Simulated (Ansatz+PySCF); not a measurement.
# Stretching singlet NH₃

```xyz
4

N     0.0000    0.0000    0.1216
H     0.8423    0.0000   -0.2432
H    -0.4679    0.8105   -0.2837
H    -0.4679   -0.8105   -0.2837
```

Atom 2 moves along the N1–H2 line while the others stay.

Basis set: 6-31G (spherical functions). Frozen core: 1 orbital. Charge 0, multiplicity 1.

Computed with Ansatz (development build ahead of 0.2.0), each point on the determinant that the search for low states chose. Each curve is measured from its own lowest point listed.

```tsv
r(N1–H2) (Å)	UHF (eV)	UHF-CCSD(T) (eV)	full CI (lowest root of this spin) (eV)
0.918	0.143	0.295	0.296
1.071	0.000	0.000	0.000
1.224	0.649	0.486	0.484
1.377	1.554	1.205	1.202
1.530	2.446	1.941	1.926
1.683	2.943	2.600	2.567
1.785	3.121	2.970	2.929
1.938	3.269	3.420	3.367
2.091	3.339	3.761	3.685
2.244	3.373	3.997	3.901
2.397	3.389	4.136	4.041
2.550	3.397	4.206	4.129
```

(1) Give the PBE0 (restricted) curve at the same distances.

(2) Where does unrestricted Hartree–Fock leave the restricted solution?

Answers

(1) (r (Å), E (eV)): (0.918, 0.248), (1.071, 0.000), (1.224, 0.543), (1.377, 1.346), (1.530, 2.190), (1.683, 2.990), (1.785, 3.483), (1.938, 4.154), (2.091, 4.738), (2.244, 5.241), (2.397, 5.668), (2.550, 6.028)

(2) Between 1.428 and 1.479 Å; <S²> reaches 0.98 at 2.55 Å.

Caution for UHF at some points, UHF-CCSD(T) at some points: the unrestricted determinant is a mixture of spin states. Caution for UHF-CCSD(T) at some points: bonds are stretched, where a single reference can fail; a plain start can end on a higher determinant; large amplitudes, a single reference is doubtful; another reference gives a lower total. Caution for PBE0 (restricted) at some points: charge can spread falsely over distant fragments; an unrestricted determinant lies well below.
